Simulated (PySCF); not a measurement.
## Gas-phase thermal properties of CH3F

Computed with PySCF (xtb for GFN2) and rigid-rotor harmonic-oscillator thermochemistry at 1 bar. 'Table' is the NASA 1993 thermochemical table (part measured, part estimated). 6-31G* has spherical d functions here. All species are closed-shell singlets. B3LYP is the form with VWN-RPA correlation. The harmonic model lacks anharmonicity and excited electronic states, which grow with temperature; levels with a mode under 35 cm⁻¹ are left out. The table's entry may be an old estimate for CH3F (not checked at source).

```
level           point group  σ  ZPE (kJ/mol)  S°298 (J/mol/K)  Cp298 (J/mol/K)  S°1000 (J/mol/K)  H1000 − H298 (kJ/mol)
--------------  -----------  -  ------------  ---------------  ---------------  ----------------  ---------------------
table                     -  -             -            222.9             37.4             289.9                   41.8
B3LYP/6-31G*            C3v  3         103.7            222.6             37.0             288.4                   40.9
GFN2-xTB                C3v  3          99.4            222.6             37.9             290.5                   42.2
HF/6-31G*               C3v  3         111.4            222.1             35.9             284.7                   39.1
PBE/def2-SVP            C3v  3          99.6            222.9             37.7             290.4                   42.1
PBE0/def2-TZVP          C3v  3         103.3            222.6             37.1             288.7                   41.2
```
σ: rotational symmetry number. Electronic degeneracy used: 1. Frequencies are unscaled.
